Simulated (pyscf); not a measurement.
This saddle point was located with ωB97X-D3(BJ)/def2-SVP in PySCF.

```xyz
9

Cl    -0.1715    -0.6865     1.8917
C     -1.2053    -0.6550     0.4805
Cl    -1.2655    -2.1657    -0.3999
H     -0.6945     0.2216    -0.3292
H     -2.2153    -0.3229     0.7483
C     -0.0543     1.0885    -1.1939
H      0.8556     0.5339    -1.4531
H     -0.7552     1.2212    -2.0267
H      0.1205     1.9904    -0.5953
```
Charge 0, spin multiplicity 2.

Surface: doublet, charge 0. Lowest wavenumbers (cm⁻¹): 1806i, 30, 72, 136, 290.

Q: Name the species on either side of this saddle.

A: Cl–CH₂–Cl (SMILES ClCCl) + CH₃• (SMILES [CH3]) <-> Cl–CH•–Cl (SMILES Cl[CH]Cl) + CH₄ (SMILES C), a hydrogen abstraction read from left to right: C–H broken and C–H formed. At ωB97M-D3(BJ)/def2-TZVP it lies +45.3 kJ/mol from the left side and +88.1 kJ/mol from the right (each side as separated species at their lowest minima found). One saddle was located; it need not be the lowest between these sides. The angle at the transferred H is 175°.
